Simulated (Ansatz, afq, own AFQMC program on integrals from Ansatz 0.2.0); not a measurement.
BH₄, doublet in 6-31G, levels against full CI

```csv
atom,x (Å),y (Å),z (Å)
B,0.0000,0.0000,0.0000
H,0.6328,1.2399,1.2371
H,-0.6475,-1.2325,1.2368
H,-0.6300,1.2340,-1.2444
H,0.6447,-1.2413,-1.2295
```

Basis 6-31G. Noble-gas cores (and the filled d shells of Ga–Kr and In–Xe) are frozen. AFQMC by an in-house program on the Cholesky factors that Ansatz 0.2.0 writes for its CCSD(T) run. The CISD trial takes its coefficients from CCSD amplitudes. Released means that phaseless walkers are propagated on without the constraint, phases kept. Error bars are statistical, one sigma.

Determinant: ROHF, the one that the program's search chose, which needn't be the lowest solution. The geometry is a point of a scan.

Full CI on the same integrals is exact in this basis and with this determinant's frozen core.

Cautions: a spin-contaminated unrestricted determinant lies lower (UHF 891 meV lower, ⟨S²⟩ 1.35); the search met a lower determinant of the same kind, perhaps of another symmetry (94 meV lower); raised T1 diagnostic (T1 0.042, weight of the determinant 0.80, largest double 0.14); the released energies are still falling, so no released level is given (meV from the phaseless value at times in 1/Eh: -17 ± 7 at 0.24, -19 ± 5 at 0.51, -32 ± 4 at 0.99, -48 ± 6 at 1.62, -274 ± 221 at 2.40).

* T1 diagnostic: 0.0418
* weight of the determinant in the CISD state: 0.797
* size of the correlated space: 7 electrons in 16 orbitals

| level | correlation energy (eV) |
| --- | --- |
| MP2 | -2.7268 |
| CCSD | -4.2058 |
| CCSD(T) | -4.4019 |

Question: Estimate where full CI lies against CCSD(T) on the same integrals.

Answer: 1.72 kcal/mol below CCSD(T).

Reference: full CI, correlation energy -4.476 eV.

```json
{"level": "CCSD(T)", "E − E(reference) (kcal/mol)": "1.72", "share of correlation (%)": "98.34"}
{"level": "CCSDT", "E − E(reference) (kcal/mol)": "0.11", "share of correlation (%)": "99.89"}
{"level": "CCSDT(Q)", "E − E(reference) (kcal/mol)": "0.05", "share of correlation (%)": "99.95"}
{"level": "CCSDTQ", "E − E(reference) (kcal/mol)": "-0.02", "share of correlation (%)": "100.02"}
{"level": "ph-AFQMC/CISD", "E − E(reference) (kcal/mol)": "1.85 ± 0.11", "share of correlation (%)": "98.21"}
```

CCSDT and higher add their correlation energy to the determinant of the CCSD(T) run, since their own runs factorise the integrals more tightly (a shift of under 2 meV). A walk keeps the symmetry of its determinant, which the program's search chose and which needn't be the lowest solution, so a lower state of the same spin and another symmetry isn't excluded.
